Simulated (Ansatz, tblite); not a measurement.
Cost and result up the ladder for the cluster C₂H₄ (6 atoms). Total charge 0; singlet. Geometry: r2SCAN-D4/def2-TZVP.

| atom | x (Å) | y (Å) | z (Å) |
| --- | --- | --- | --- |
| C1 | 0.189 | -0.606 | -0.192 |
| C2 | -0.189 | 0.606 | 0.192 |
| H3 | -1.199 | 0.806 | 0.532 |
| H4 | 1.199 | -0.806 | -0.532 |
| H5 | 0.497 | 1.446 | 0.181 |
| H6 | -0.497 | -1.446 | -0.181 |

Ansatz on 4 threads of Intel Xeon 6975P-C on a shared host; xTB runs through tblite on one thread. Times are rough, summed over both states, and most runs start from the orbitals of an earlier one. PBE0-D4/def2-TZVP serves as the yardstick here, not as an exact answer. The other state is a triplet.

The xTB rows come from tblite. The structure comes from a short search, and lower isomers may exist.

xTB has no spin-polarisation term.

```csv
level,functions,wall time
GFN2-xTB,12,0.002 s
GFN1-xTB,16,0.003 s
PBE-D4/def2-TZVP,86,0.65 s
PBE0-D4/def2-TZVP (with forces),86,0.7 s
r2SCAN-D4/def2-TZVP,86,1 s
```

Task: Estimate what each level gives for the vertical triplet (eV).

Result: 
```csv
level,vertical triplet (eV),difference from PBE0-D4/def2-TZVP (eV)
GFN2-xTB,5.59,1.25
GFN1-xTB,5.56,1.22
PBE-D4/def2-TZVP,4.56,0.21
PBE0-D4/def2-TZVP (with forces),4.34,0.00
r2SCAN-D4/def2-TZVP,4.21,-0.13
```
